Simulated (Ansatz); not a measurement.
# SiCO (quintet): the correlation ladder, def2-TZVPP

One table from this session's results is given with a row withheld; the runs are named, their logs left out.

Program: Ansatz 0.2.0, Gaussian basis. Level of theory: def2-TZVPP, core rule «outside noble gas», up to 7 orbitals frozen. These are calculated values, not measurements.

The runs, in order: UHF; ROHF; CCSD(T) on UHF.

2 further runs of the same task are left out: 2 set aside as unsound or not needed.

### What is computed

The geometry is a PBE0/def2-TZVP stationary point (not a proven minimum) of the parent state, kept for this charge and spin.

3 atoms, charge 0, spin multiplicity 5.

Atoms are counted from 1 here; the program's logs count them from 0.

Bond lengths: O1–C2 1.153 Å, C2–Si3 1.807 Å. Angles: O1–C2–Si3 180.0°.

The first run:

Input file in.yaml:

```yaml
crystal:
  periodic: [false, false, false]
  atoms:
    - {symbol: O, position_ang: [0.000000, 0.000000, -1.370973]}
    - {symbol: C, position_ang: [0.000000, 0.000000, -0.218248]}
    - {symbol: Si, position_ang: [0.000000, 0.000000, 1.589221]}
basis:
  gaussian: {orbitals: def2-TZVPP}
magnetization: {spin_polarized: true, initial_magnetization: 4}
hamiltonian: {xc: hf}
output: {orbitals: {seedname: orbitals}}
```

The run is started by

```console
$ ansatz run in.yaml --threads 1 --pin off --events-out ev --progress --plain --max-ram 4096MiB --backend cpu
```

Among the steps run: UHF; ROHF; CCSD(T) on UHF.

One of the session's tables, all rows but one given; the rest of the session is left out.

It belongs to the step «Misses and costs». 

```
  method  from UCCSD(T) (kcal/mol)
    ROHF                         ?
     UHF                   +269.87
    UMP2                    +21.41
   UCCSD                    +12.35
UCCSD(T)                         0
```

Estimate the missing values for ROHF.

**Answer.** from UCCSD(T) (kcal/mol): +273.88. In the column «from UCCSD(T) (kcal/mol)» it is the highest.
